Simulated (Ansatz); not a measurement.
## [H···H···F], doublet along the distance H1-H2

Starting geometry:

```xyz
3

H     0.0000    0.0000   -0.9603
H     0.0000    0.0000   -0.2153
F     0.0000    0.0000    1.1757
```

From there H2 is moved from one fragment to the other while all else, the fragments' distance too, stays fixed; atoms are numbered as listed. Energies are in kcal/mol, counted from the starting geometry at the same level. Kohn–Sham curves are unrestricted where that lies lower.

Basis cc-pVTZ; Ansatz 0.2.0. Only valence electrons are correlated (noble-gas cores frozen). R marks a restricted (for open shells ROHF) determinant, U an unrestricted one.

Full CI isn't at hand for all of this; UCCSDT(Q) serves as the reference, and is uncertain by about the last step of the cluster series.

```json
{"distance H1-H2 (Å)": "0.693", "UCCSDT(Q)": "2.4", "SPW92": "6.0", "PBE": "4.5", "r2SCAN": "3.7", "PBE0": "3.5", "B3LYP": "3.4", "r2SCANh": "3.4", "wB97M-V": "2.8", "B2PLYP": "2.9", "RPA-PBE": "2.9"}
{"distance H1-H2 (Å)": "0.745", "UCCSDT(Q)": "0.0", "SPW92": "0.0", "PBE": "0.0", "r2SCAN": "0.0", "PBE0": "0.0", "B3LYP": "0.0", "r2SCANh": "0.0", "wB97M-V": "0.0", "B2PLYP": "0.0", "RPA-PBE": "0.0"}
{"distance H1-H2 (Å)": "0.815", "UCCSDT(Q)": "-1.7", "SPW92": "-5.7", "PBE": "-3.9", "r2SCAN": "-3.1", "PBE0": "-2.7", "B3LYP": "-2.6", "r2SCANh": "-2.7", "wB97M-V": "-2.0", "B2PLYP": "-2.3", "RPA-PBE": "-1.9"}
{"distance H1-H2 (Å)": "0.885", "UCCSDT(Q)": "-4.0", "SPW92": "-10.2", "PBE": "-6.9", "r2SCAN": "-5.8", "PBE0": "-5.1", "B3LYP": "-4.6", "r2SCANh": "-5.2", "wB97M-V": "-3.8", "B2PLYP": "-4.6", "RPA-PBE": "-3.4"}
{"distance H1-H2 (Å)": "0.955", "UCCSDT(Q)": "-7.9", "SPW92": "-14.4", "PBE": "-10.1", "r2SCAN": "-9.1", "PBE0": "-8.3", "B3LYP": "-7.2", "r2SCANh": "-8.5", "wB97M-V": "-6.7", "B2PLYP": "-8.3", "RPA-PBE": "-5.7"}
{"distance H1-H2 (Å)": "1.026", "UCCSDT(Q)": "-13.6", "SPW92": "-18.8", "PBE": "-14.0", "r2SCAN": "-13.3", "PBE0": "-12.8", "B3LYP": "-11.0", "r2SCANh": "-12.9", "wB97M-V": "-11.2", "B2PLYP": "-13.4", "RPA-PBE": "-9.6"}
{"distance H1-H2 (Å)": "1.096", "UCCSDT(Q)": "-19.8", "SPW92": "-22.7", "PBE": "-17.8", "r2SCAN": "-17.6", "PBE0": "-17.8", "B3LYP": "-15.2", "r2SCANh": "-17.6", "wB97M-V": "-16.3", "B2PLYP": "-18.8", "RPA-PBE": "-14.2"}
{"distance H1-H2 (Å)": "1.166", "UCCSDT(Q)": "-24.7", "SPW92": "-25.0", "PBE": "-20.3", "r2SCAN": "-20.5", "PBE0": "-21.6", "B3LYP": "-18.2", "r2SCANh": "-20.9", "wB97M-V": "-20.2", "B2PLYP": "-22.8", "RPA-PBE": "-18.1"}
{"distance H1-H2 (Å)": "1.236", "UCCSDT(Q)": "-25.8", "SPW92": "-23.3", "PBE": "-19.1", "r2SCAN": "-19.8", "PBE0": "-21.8", "B3LYP": "-17.8", "r2SCANh": "-20.6", "wB97M-V": "-20.4", "B2PLYP": "-23.2", "RPA-PBE": "-18.5"}
```
